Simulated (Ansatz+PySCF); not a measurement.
# singlet H2ClO(-): levels of theory in one basis

```xyz
4

O     0.0000   -0.3706   -2.0672
H     0.0000   -0.4664   -0.9936
Cl    0.0000    0.1624    1.1545
H     0.0000    0.6696   -2.0953
```

Basis set: def2-SVP (spherical functions). Frozen core: 6 orbitals. Charge -1, multiplicity 1.

Computed with Ansatz (development build ahead of 0.2.0); each method stands on the lowest determinant of its kind that the runs found.

```
     method  E − E(RHF) (eV)  <S²> of the determinant
        RHF             0.00                     0.00
   RHF-CCSD            -9.88                        –
RHF-CCSD(T)           -10.02                        –
```

(1) What does RHF-MP2 give on the same scale?

(2) Is a single determinant a sound starting point here?

Results:

(1) -9.32 eV.

(2) By this sign, yes. Unrestricted orbitals gain 0.00 eV and <S²> is 0.00 against 0.00 for a pure state.

Caution: no diffuse functions for an anion.
